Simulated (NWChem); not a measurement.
Correlation energy of oxygen (O$_{2}$)

```
O
O 1 1.2000
```
Charge 0, spin multiplicity 3.

Everything below was run with NWChem. Structure: optimised with UB3LYP/def2-SVP, a minimum by its harmonic frequencies.

Basis set: 3-21G. Each correlation energy counts from its own Hartree-Fock reference.

The correlated methods keep 2 core orbitals frozen. The unpaired electrons of the parent sit in orbitals of symmetry b2g and b3g (D2h labels of the run); other states weren't searched. No SCF solution was tested for a lower state. Open-shell Hartree-Fock references start from PBE0 orbitals. No row is a measurement; the coupled-cluster row has its own basis-set and correlation limits.

| method | correlation energy (mHa) |
|---|---|
| UMP2 | ? |
| SCS-UMP2 | -214.6 |
| CCSD on UHF | -229.5 |
| CCSD[T] on UHF | -236.8 |
| CCSD(T) on UHF | ? |
| CCSD on ROHF | -242.3 |
| CCSD[T] on ROHF | -250.0 |
| CCSD(T) on ROHF | -249.8 |
| CCSDT on ROHF | -249.5 |

Problem. Some entries are withheld; supply them.

Solution. 
- UMP2, correlation energy (mHa): -235.3
- CCSD(T) on UHF, correlation energy (mHa): -236.1
